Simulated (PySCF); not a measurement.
**PN (phosphorus nitride) at MP2/STO-6G**

Aim: the vertical singlet–triplet gap of PN (phosphorus nitride) at MP2/STO-6G, from 2 runs. 

The calculation is run with PySCF 2.14.0.

14 further runs of the same task are left out: 4 that didn't finish, 10 set aside as unsound or not needed.

## 1. The molecule

PN: 2 atoms, total charge 0, spin state singlet. As SMILES, `N#P`. Geometry: the measured bond length.

Bond lengths: N1–P2 1.491 Å.

## 2. The energy at MP2/STO-6G

File start.xyz:

```xyz
2
NP
N      0.000000     0.000000     0.000000
P      0.000000     0.000000     1.490866
```

File run.py:

```python
from pyscf import gto, scf, mp

mol = gto.M(
    atom='start.xyz',
    verbose=4,
    basis='sto-6g',
    charge=0,
    max_memory=1860,
)

myscf = scf.RHF(mol)
myscf.conv_tol = 1e-10
myscf.kernel()
if not myscf.converged:
    myscf = myscf.newton().run(myscf.mo_coeff, myscf.mo_occ)

pt = mp.MP2(myscf, frozen=6).run()
e_final = pt.e_tot
print('Final energy', e_final)
```

Launch:

```console
$ OMP_NUM_THREADS=1 python run.py
```

Output:

```text
PySCF version 2.14.0

[INPUT] num. atoms = 2
[INPUT] num. electrons = 22
[INPUT] charge = 0
[INPUT] spin (= nelec alpha-beta = 2S) = 0
[INPUT] symmetry False subgroup None
[INPUT] Mole.unit = angstrom
[INPUT] Symbol           X                Y                Z      unit          X                Y                Z       unit  Magmom
[INPUT]  1 N      0.000000000000   0.000000000000   0.000000000000 AA    0.000000000000   0.000000000000   0.000000000000 Bohr   0.0
[INPUT]  2 P      0.000000000000   0.000000000000   1.490866000000 AA    0.000000000000   0.000000000000   2.817328428426 Bohr   0.0

nuclear repulsion = 37.2693502612576
number of shells = 8
number of NR pGTOs = 84
number of NR cGTOs = 14
basis = sto-6g
ecp = {}

******** <class 'pyscf.scf.hf.RHF'> ********
method = RHF
initial guess = minao
damping factor = 0
level_shift factor = 0
DIIS = <class 'pyscf.scf.diis.CDIIS'>
diis_start_cycle = 1
diis_space = 8
diis_damp = 0
SCF conv_tol = 1e-10
SCF conv_tol_grad = None
SCF max_cycles = 50
direct_scf = True
direct_scf_tol = 1e-13
Set gradient conv threshold to 1e-05
Initial guess from minao.
init E= -393.542310178644
  HOMO = -0.27674135640296  LUMO = 0.0651473191933986  gap/eV = 9.30326
cycle= 1 E= -393.644558874303  delta_E= -0.102  |g|= 0.524  |ddm|=  2.4
  HOMO = -0.210958814396195  LUMO = 0.305654197338024  gap/eV = 14.05776
cycle= 2 E= -393.569641442862  delta_E= 0.0749  |g|= 0.757  |ddm|= 1.42
  HOMO = -0.313366610881463  LUMO = 0.250194638874608  gap/eV = 15.33528
cycle= 3 E= -393.742079469313  delta_E= -0.172  |g|= 0.0404  |ddm|=  0.8
  HOMO = -0.324416758027847  LUMO = 0.257645847217878  gap/eV = 15.83873
cycle= 4 E= -393.742807071407  delta_E= -0.000728  |g|= 0.0101  |ddm|= 0.0832
  HOMO = -0.321014545586781  LUMO = 0.254432761791194  gap/eV = 15.65872
cycle= 5 E= -393.742881468445  delta_E= -7.44e-05  |g|= 0.000975  |ddm|= 0.0389
  HOMO = -0.321661336143876  LUMO = 0.255085615286364  gap/eV = 15.69408
cycle= 6 E= -393.742882126391  delta_E= -6.58e-07  |g|= 5.39e-05  |ddm|= 0.00404
  HOMO = -0.321672187406533  LUMO = 0.255090527993014  gap/eV = 15.69451
cycle= 7 E= -393.742882127292  delta_E= -9.02e-10  |g|= 2.67e-06  |ddm|= 0.000109
  HOMO = -0.321671600451033  LUMO = 0.255090453894264  gap/eV = 15.69449
cycle= 8 E= -393.742882127295  delta_E= -2.96e-12  |g|= 5.4e-08  |ddm|= 7.84e-06
  HOMO = -0.321671721394474  LUMO = 0.255090566134166  gap/eV = 15.69450
Extra cycle  E= -393.742882127296  delta_E= -2.84e-13  |g|= 2.73e-08  |ddm|= 9.62e-08
converged SCF energy = -393.742882127296

******** <class 'pyscf.mp.mp2.RMP2'> ********
nocc = 5, nmo = 8
frozen orbitals 6
E(RMP2) = -393.928912322742  E_corr = -0.186030195446291
E(SCS-RMP2) = -393.922187525083  E_corr = -0.179305397787475
E_corr(same-spin) = -0.0506894270170093
E_corr(oppo-spin) = -0.135340768429282
Final energy -393.9289123227419
```

Run time: 0.84 s. Hardware: 1 thread of Arm Neoverse V1, shared host; peak memory 0.12 GiB.

## 3. The triplet, same level

File mol.xyz:

```xyz
2

N      0.000000     0.000000     0.000000
P      0.000000     0.000000     1.490866
```

File input.py:

```python
from pyscf import gto, mp

mol = gto.M(
    atom='mol.xyz',
    spin=2,
    basis='sto-6g',
    verbose=3,
    charge=0,
    max_memory=1860,
)

hf = mol.UHF()
hf.conv_tol = 1e-10
hf.kernel()
if not hf.converged:
    hf = hf.newton().run(hf.mo_coeff, hf.mo_occ)

pt = mp.MP2(hf, frozen=6).run()
etot = pt.e_tot
print('Final energy', etot)
```

Launch:

```console
$ OMP_NUM_THREADS=1 python input.py
```

Output:

```text
WARN: HOMO 0.0651473191933986 >= LUMO -0.27674135640296

converged SCF energy = -393.609965000836  <S^2> = 2.1783517  2S+1 = 3.1166339
E(UMP2) = -393.694885910142  E_corr = -0.0849209093066901
E(SCS-UMP2) = -393.692667640819  E_corr = -0.0827026399833319
Final energy -393.69488591014243
```

It took 0.92 s on 1 thread of Arm Neoverse V1, shared host; peak memory 0.12 GiB.

## 4. What came out

At MP2/STO-6G, 6 core orbitals frozen:

| quantity | value |
| --- | --- |
| singlet: total energy | -393.92891 Eh |
| singlet: dipole moment (Hartree–Fock density) | 2.09 D |
| singlet: HOMO energy (Hartree–Fock orbitals) | -8.75 eV |
| singlet: LUMO energy (Hartree–Fock orbitals) | 6.94 eV |
| singlet: HOMO–LUMO gap (Hartree–Fock orbitals) | 15.69 eV |
| singlet: correlation energy (6 core orbitals frozen) | -186.0 mEh |
| triplet: total energy | -393.69489 Eh |
| triplet: dipole moment (Hartree–Fock density) | 1.04 D |
| triplet: HOMO energy (Hartree–Fock orbitals) (highest over α and β) | -4.55 eV |
| triplet: LUMO energy (Hartree–Fock orbitals) (lowest over α and β) | 4.41 eV |
| triplet: correlation energy (6 core orbitals frozen) | -84.9 mEh |
| triplet: ⟨S²⟩ of the reference determinant | 2.178 |
| vertical energy of the triplet above the singlet | 6.368 eV |

In words: At this shape the triplet lies 6.37 eV (614 kJ/mol) above the singlet. In a minimal basis such a difference can be off by several eV, whatever the method. ⟨S²⟩ (triplet) is 2.18 where a pure triplet has 2.00: the reference is spin-contaminated.
